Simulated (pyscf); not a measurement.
`[NH]=[Si]` [singlet] + `[SiH4]` -> `[NH]=[SiH][SiH3]`, an insertion (singlet surface; H–Si broken, Si–Si, H–Si formed). Structures and frequencies: ωB97X-D3(BJ)/def2-SVP in PySCF. MP2 and CC: frozen core, UHF for open shells. ΔMP2 is the change of the MP2 total energy from the triple- to the quadruple-zeta basis. Energies in kcal/mol from the separated reactants.

Small-basis levels: PySCF, no dispersion term, spherical d functions. AM1 to PM7: differences of heats of formation from MOPAC. Cost: rough CPU time at the saddle relative to B3LYP/6-31G*, from one job on a shared machine.

```
level                             barrier  reaction energy        cost
--------------------------------  -------  ---------------  ----------
HF/STO-3G                            90.4             -0.9        0.09
SVWN5/6-31G*                            …             -7.9           2
B3LYP/3-21G                          70.2            +12.4         0.7
B3LYP/6-31G*                         53.9             +3.0           1
M06-2X/6-31G*                        52.9             +2.9           3
B3LYP/6-311+G**                      54.0             +4.1           2
AM1                                  48.9             +2.6  under 0.02
PM3                                     …             -7.4  under 0.02
PM7                                  30.5            -38.2  under 0.02
CCSD(T)/def2-TZVPP + ΔMP2(QZVPP)        …              0.0           –
```

Question: Complete the blanks.

Answer: 
- SVWN5/6-31G*, barrier: 36.8
- PM3, barrier: 23.0
- CCSD(T)/def2-TZVPP + ΔMP2(QZVPP), barrier: 48.5

Against the last row the barrier runs from -25.4 (PM3) to +41.9 kcal/mol (HF/STO-3G). CCSD(T)/def2-TZVPP + ΔMP2(QZVPP) has limits of its own. The same reactants have a lower exit, to :HSi–NH–SiH₃ [singlet] (barrier +15.4 kcal/mol at ωB97M-D3(BJ), against +50.1 kcal/mol here). HN=SiH–SiH₃ lies 28.5 kcal/mol over its isomer :HSi–NH–SiH₃ [singlet] (electronic energy, ωB97M-D3(BJ)). One saddle was located; it need not be the lowest between these sides. The CCSD(T) − MP2 part came from Ansatz, without density fitting, on the same reference.
